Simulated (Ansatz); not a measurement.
# Worked example: PF₂, quartet against PF2, doublet

Geometry (PBE0/def2-TZVP stationary point of a doublet), kept for both states (PF2, doublet: B1; PF2, quartet: A2):

| atom | x (Å) | y (Å) | z (Å) |
| --- | --- | --- | --- |
| F | 0.0000 | -0.4633 | 1.2022 |
| P | 0.0000 | 0.5683 | 0.0000 |
| F | 0.0000 | -0.4633 | -1.2022 |

Basis cc-pVDZ; Ansatz 0.2.0. Correlated methods freeze the noble-gas cores. R marks a restricted (for open shells ROHF) determinant, U an unrestricted one.

Full CI isn't at hand for all of this; UCCSDT(Q) serves as the reference, and is uncertain by about the last step of the cluster series.

```json
{"level": "UHF", "E(PF2, doublet) (hartree)": "-539.639272", "E(PF2, quartet) (hartree)": "-539.416588"}
{"level": "UMP2", "E(PF2, doublet) (hartree)": "-540.103899", "E(PF2, quartet) (hartree)": "-539.863128"}
{"level": "UCCSD(T)", "E(PF2, doublet) (hartree)": "-540.128168", "E(PF2, quartet) (hartree)": "-539.882861"}
{"level": "PBE", "E(PF2, doublet) (hartree)": "-540.703240", "E(PF2, quartet) (hartree)": "-540.465658"}
{"level": "r2SCAN", "E(PF2, doublet) (hartree)": "-540.939895", "E(PF2, quartet) (hartree)": "-540.707956"}
{"level": "UCCSDT(Q)", "E(PF2, doublet) (hartree)": "-540.129974", "E(PF2, quartet) (hartree)": "-539.884865"}
```

Q: Give the vertical gap, PF2 quartet less PF2 doublet, at each level in eV (1 hartree = 27.2114 eV), and each error against UCCSDT(Q).

A: UCCSDT(Q): (-539.884865 − (-540.129974)) × 27.2114 = 6.670 eV (the reference)
r2SCAN: (-540.707956 − (-540.939895)) × 27.2114 = 6.311 eV, error -0.359 eV
PBE: (-540.465658 − (-540.703240)) × 27.2114 = 6.465 eV, error -0.205 eV
UCCSD(T): (-539.882861 − (-540.128168)) × 27.2114 = 6.675 eV, error 0.005 eV
UMP2: (-539.863128 − (-540.103899)) × 27.2114 = 6.552 eV, error -0.118 eV
UHF: (-539.416588 − (-539.639272)) × 27.2114 = 6.060 eV, error -0.610 eV

Total energies of functionals can't be set beside those of wave-function methods, since they hold the core's correlation and their own absolute errors; only the differences compare.

In so small a basis the reference is far from its limit while semilocal and hybrid functionals are nearer theirs, so the functionals' errors here hold much of the reference's basis and frozen-core error, which can add to them or hide them.

Each level lands on the state that its own search finds. T1 diagnostics of restricted CCSD: 0.018 and 0.025.
